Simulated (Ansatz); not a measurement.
## Breaking a bond in BH4O− (SMILES [BH3-]O)

BH4O−: 6 atoms, total charge -1, spin state singlet. As SMILES, `[BH3-]O`. Geometry: relaxed at GFN2-xTB.

```xyz
6

B    -0.0747   -0.1737   -0.3164
O    -0.0135    1.0162    0.6040
H     1.0627   -0.6505   -0.4997
H    -0.5423    0.1952   -1.3793
H    -0.7890   -1.0725    0.1690
H     0.3568    0.6853    1.4224
```

The B1–H3 distance is scanned; the parts on either side stay rigid. Basis STO-3G, 2 core orbitals frozen in the correlated methods; program Ansatz 0.2.0. FCI is exact within this basis and core. Energies in eV from each method's value at 1.247 Å; methods without a U are spin-restricted. The set has no diffuse functions, which an anion needs. The shape above is that at 1.247 Å.

```json
{"distance (Å)": "1.247", "r2SCAN": "0.00", "B2PLYP": "0.00", "RPA@PBE": "0.00", "CCSDT(Q)": "0.00", "FCI": "0.00"}
{"distance (Å)": "1.559", "r2SCAN": "0.89", "B2PLYP": "0.96", "RPA@PBE": "0.84", "CCSDT(Q)": "0.91", "FCI": "0.91"}
{"distance (Å)": "1.870", "r2SCAN": "2.19", "B2PLYP": "2.37", "RPA@PBE": "2.15", "CCSDT(Q)": "2.31", "FCI": "2.31"}
{"distance (Å)": "2.494", "r2SCAN": "4.36", "B2PLYP": "4.72", "RPA@PBE": "4.21", "CCSDT(Q)": "4.66", "FCI": "4.65"}
{"distance (Å)": "3.117", "r2SCAN": "5.58", "B2PLYP": "5.93", "RPA@PBE": "5.06", "CCSDT(Q)": "5.80", "FCI": "5.78"}
```

Departure from the FCI curve at its largest: r2SCAN -0.29 eV at 2.49 Å; B2PLYP +0.15 eV at 3.12 Å; RPA@PBE -0.72 eV at 3.12 Å; CCSDT(Q) +0.03 eV at 3.12 Å. For the functionals part of the departure is owed to the small basis.
